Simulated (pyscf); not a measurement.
# Four-centre exchange: H₂B–PH₂ + H₂ -> H₂B–PH₂ + H₂

Gas phase, singlet surface, charge 0. Bonds broken: P1–H3, H7–H8. Bonds formed: P1–H7, H3–H8. Single points on ωB97X-D3(BJ)/def2-SVP structures (PySCF, gas phase).

Transition state (Å):

```xyz
8

P     -0.1369    -0.1307     0.9258
B      1.4196     0.1046    -0.2029
H     -0.8396    -0.3868     2.4967
H      0.1231    -1.5232     1.0552
H      1.3200     0.0120    -1.4045
H      2.4845     0.4126     0.2800
H     -1.7704    -0.6888     1.1453
H     -1.7752    -0.7863     2.2005
```

One imaginary mode, 2368i cm⁻¹; descent along it reached the two sides named.

```csv
bond,change,reactant side (Å),saddle,product side
P1–H3,breaks,1.415,1.740,3.2
H7–H8,breaks,0.761,1.060,5.0
P1–H7,forms,3.3,1.740,1.415
H3–H8,forms,5.0,1.060,0.761
```

Electronic energies relative to the separated reactants (kcal/mol):

| level | barrier | reaction energy | reverse barrier |
|---|---|---|---|
| ωB97X-D3(BJ)/def2-TZVP | 86.2 | 0.0 | 86.2 |
| PBE/def2-TZVP | 72.6 | 0.0 | 72.6 |
| r²SCAN/def2-TZVP | 78.0 | 0.0 | 78.0 |
| B3LYP-D3(BJ)/def2-TZVP | 81.3 | 0.0 | 81.3 |
| PBE0-D3(BJ)/def2-TZVP | 78.5 | 0.0 | 78.5 |
| M06-2X/def2-TZVP | 86.6 | 0.0 | 86.6 |
| ωB97M-D3(BJ)/def2-TZVP | 84.0 | 0.0 | 84.0 |
| HF/def2-TZVP | 107.5 | 0.0 | 107.5 |

With ωB97M-D3(BJ)/def2-TZVP energies and thermal terms (ideal gas, 1 atm, RRHO with modes under 100 cm⁻¹ raised to 100, one conformer, R ln 2 for chiral ones without a mode under 150 cm⁻¹), in kcal/mol:

```tsv
T (K)	ΔH‡	ΔG‡	ΔH	ΔG
298	82.0	90.1	0.0	0.0
600	81.4	98.6	0.0	0.0
900	81.6	107.1	0.0	0.0
1200	82.1	115.6	0.0	0.0
```

The same reactants have a lower exit, to PH₃ + BH₃ (barrier +10.8 kcal/mol at ωB97M-D3(BJ)/def2-TZVP, against +84.0 kcal/mol here). This is the saddle that the search found; another between the same sides may lie lower.
